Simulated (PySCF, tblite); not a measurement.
## A complex of chloride and 3 × hydrogen fluoride

A gas-phase complex of chloride and 3 × hydrogen fluoride; charge -1, singlet. The structure comes from a short search (6 tight-binding starts) and was relaxed by PBE0-D3(BJ)/def2-TZVPD; another way of binding may lie lower. No frequency run checks that it is a minimum.

Parts: 1 = chloride ([Cl-]), atoms 1, charge -1; 2 = hydrogen fluoride (F), atoms 2–3; 3 = hydrogen fluoride (F), atoms 4–5; 4 = hydrogen fluoride (F), atoms 6–7.

```xyz
7

Cl   -0.980    1.117   -0.188
F    -3.210    2.193   -1.762
H    -2.482    1.824   -1.260
F    -1.890   -1.339    1.135
H    -1.597   -0.546    0.685
F     1.283    0.498   -1.947
H     0.529    0.685   -1.387
```
(Å; atoms numbered from 1)

```json
{"contact": "H7···Cl1", "kind (by geometry)": "hydrogen bond", "distance (Å)": "1.975", "angle (°)": "178"}
{"contact": "H3···Cl1", "kind (by geometry)": "hydrogen bond", "distance (Å)": "1.976", "angle (°)": "178"}
{"contact": "H5···Cl1", "kind (by geometry)": "hydrogen bond", "distance (Å)": "1.976", "angle (°)": "178"}
```

Interaction energies are complex less parts, with the parts frozen as they stand in it; counterpoise-corrected, in kcal/mol (PySCF).

(1) Give the interaction energy at each level run.

(2) What holds them together? Decompose the wB97M-D3(BJ)/def2-TZVPD energy: frozen parts, their antisymmetrised product, then relaxation.

(3) Are the pair energies additive?

The parts were also relaxed and run alone, at the levels used for the complex: shieldings by PBE0/aug-pcSseg-2; core levels by delta-SCF with SCAN, aug-pcX-2 on the ionised atom and aug-pcseg-1 elsewhere, spin-free X2C (2p3/2 is the spin-free 2p value less a third of a first-order spin-orbit splitting).

(4) How do these values change when the complex forms?

## Answers

(1) 
```
                  level  interaction  superposition error removed
wB97M-D3(BJ)/def2-TZVPD       -61.03                        -0.25
 PBE0-D3(BJ)/def2-TZVPD       -65.06                        -0.26
      RI-MP2/def2-TZVPD       -58.96                        -2.24
```

(2) electrostatic -76.1, Pauli repulsion +50.2, orbital relaxation -33.4, dispersion correction -1.9 kcal/mol, which sum to the value before the counterpoise correction; the Pauli term holds the exchange-correlation of the frozen density too. Of the attraction, 68 % is electrostatic, 30 % is orbital relaxation, 2 % is dispersion correction.

(3) The pairs sum to -66.77 kcal/mol (1–2 -23.9, 1–3 -23.9, 1–4 -23.9, 2–3 1.6, 2–4 1.6, 3–4 1.6); the rest of +5.74 is a many-body weakening.

(4) 
| property | alone | in the complex | change |
| --- | --- | --- | --- |
| F6–H7 bond (Å) | 0.921 | 0.958 | +0.037 |
| shielding of H7 (ppm) | 29.18 | 22.64 | -6.55 |
| shielding of Cl1 (ppm) | 1149.3 | 1019.5 | -129.8 |
| shielding of H3 (ppm) | 29.18 | 22.65 | -6.54 |
| shielding of F6 (ppm) | 410.9 | 370.4 | -40.5 |
| Cl1 2p3/2 core level (eV) | 196.90 | 200.25 | +3.35 |
| F6 1s core level (eV) | 694.15 | 688.07 | -6.08 |

Density functionals tend to overstate the lengthening and the red shift of so strongly bound an X–H bond.
